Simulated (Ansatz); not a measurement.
This Ansatz (an electronic-structure program) input (CCSD(T)/cc-pVQZ) gives -151.73701 Eh with 200 basis functions.

Ansatz 0.2 input:
```yaml
crystal:
  periodic: [false, false, false]
  atoms:
    - {symbol: O, position_ang: [0.13599357, 0.55950266, -0.34160035]}
    - {symbol: O, position_ang: [-0.15958912, -0.65619836, 0.39793467]}
    - {symbol: H, position_ang: [1.05373037, 0.81572862, -0.07966861]}
    - {symbol: H, position_ang: [-0.34774107, -1.27257644, -0.34513535]}
    - {symbol: H, position_ang: [-0.51722487, 1.23041339, -0.02587059]}
basis:
  gaussian:
    orbitals: cc-pVQZ
total_charge: 1
magnetization: {spin_polarized: false}
correlation: {method: ccsd_t, frozen_orbitals: {H: 0, O: 0}}
```

Change:
```diff
- correlation: {method: ccsd_t, frozen_orbitals: {H: 0, O: 0}}
+ correlation: {method: ccsd_t, electrons: outside_noble_gas}
```

What does the run give now?

-151.67506 Eh (CCSD(T)/cc-pVQZ, 200 functions), a change of +61.95 mEh.
